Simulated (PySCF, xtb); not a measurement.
CH3O, SMILES C=[OH+], charge +1.

GFN2-xTB run with xtb 6.7.1 at its own geometry gives an orbital gap of 3.86 eV.

Geometry: PBE-D3(BJ)/def2-TZVP. The isomer is the one that the SMILES or the coordinates give; other isomers of the formula were not compared.

Question: What does PBE/def2-TZVPD in PySCF give? (An estimate is asked for; the answer gives what the named calculation found.)

Answer: gap 5.45 eV (levels -16.86 and -11.40 eV).
